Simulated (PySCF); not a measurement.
# N: ionisation energy

N [He] 2s2 2p3 (4S) → N⁺ [He] 2s2 2p2 (3P), as a difference of total energies. Computed with PySCF 2.14 in x2c-TZVPPall (5s3p2d1f, 31 functions), with the spin-free X2C one-electron Hamiltonian (Gaussian nucleus). Correlated levels: valence and next inner shell: nothing frozen. The calculations carry no spin-orbit coupling.

```csv
method,ionisation energy (eV),plus first-order spin-orbit estimate,error of that sum (eV)
UHF,13.891,13.879,-0.655
MP2 (valence and next inner shell),14.569,14.557,+0.023
SCS-MP2 (valence and next inner shell),14.312,14.301,-0.233
CCSD (valence and next inner shell),14.431,14.420,-0.114
CCSD(T) (valence and next inner shell),14.449,14.437,-0.097
CCSDT (valence and next inner shell),14.449,14.437,-0.097
```

Reference: 14.534 eV (measured; NIST Atomic Spectra Database, ionization energies).

A first-order spin-orbit estimate (lowest level to lowest level, LS coupling) adds -0.012 eV.

Errors of the correlated levels include the incompleteness of this basis.
